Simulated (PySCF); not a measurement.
Some computed properties have been withheld. Give your best values.

Hydrosulfide, HS (charge -1).
Atom-mapped SMILES: `[SH-:1]` (hydrogens: H2 on S1)

| property | level | value |
| --- | --- | --- |
| point group | PBE0-D3(BJ)/def2-SVP | ? |
| rotational constant B (linear) | PBE0-D3(BJ)/def2-SVP | 279.643 GHz |
| HOMO energy | PBE0/pcSseg-1 | 0.97 eV |
| LUMO energy | PBE0/pcSseg-1 | ? |
| 1H chemical shifts (computed TMS as zero) by class | GIAO PBE0/pcSseg-1 | ? |
| isotropic shieldings of nuclei other than C and H, by class | GIAO PBE0/pcSseg-1 | 852 (S1) ppm |

The electronic properties come from PySCF, for the isolated species, density fitting. Geometry: PBE0-D3(BJ)/def2-SVP; no solvent, vibrations or thermal averaging. The HOMO energy is positive, so at this level the finite basis confines the outermost electrons. No diffuse functions stand in pcSseg-1, which bears on an anion's orbital energies.

What is the point group?

C∞v.

What is the LUMO energy?

7.51 eV.

The 1H chemical shifts (computed TMS as zero) by class?

-4.88 (H2) ppm.

B corresponds to 9.328 cm⁻¹ and a moment of inertia of 1.81 u Å² (most abundant isotopes).
